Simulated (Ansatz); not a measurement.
## SrIr2: a prediction, then the measurements

Computed with Ansatz, DFT r2SCAN, scalar-relativistic, plane waves, PAW.

Cutoff 500 eV; k points 8×8×8 on the computed 6-atom cell (Γ-centred); Gaussian smearing, width 0.10 eV; no spin polarisation.

Relaxed structure, symmetry kept:

```
CELL_PARAMETERS angstrom
0.00000 3.84835 3.84835
3.84835 0.00000 3.84835
3.84835 3.84835 0.00000
ATOMIC_POSITIONS crystal
Sr 0.50000 0.50000 0.50000
Sr 0.75000 0.75000 0.75000
Ir 0.12500 0.12500 0.12500
Ir 0.62500 0.12500 0.12500
Ir 0.12500 0.12500 0.62500
Ir 0.12500 0.62500 0.12500
```

* Space group: Fd-3m (No. 227)
* Volume per atom: 19.00 Å³
* Formation energy from the elements' standard states (uncorrected): -0.324 eV/atom
* Generalised Kohn–Sham band gap: none (metal)
* Density of states at the Fermi level: 7.51 states/eV per cell
* Löwdin character within 0.5 eV of the Fermi level: Ir 5d 91 %, unprojected 5 %
* Bulk modulus: 161 GPa
* Its pressure derivative: 4.7
* Bader charges (e): Sr (2 in the cell) 1.33, Ir (4 in the cell) -0.67

Spin-orbit coupling is left out, which matters for the bands of heavy elements.

**What was measured.**

From “Strong-coupling superconductivity of SrIr2 and SrRh2: Phonon engineering of metallic Ir and Rh”, 2021, arxiv:2108.03692, for a powder of SrIr2 at 300 K: lattice constant a 7.7932 ± 0.0001 Å.

A measured lattice constant a of SrIr2 is 7.7932 Å (300 K; powder; the paper above); the calculated 7.697 Å misses it by -1.2 %. The calculation is for 0 K without zero-point motion.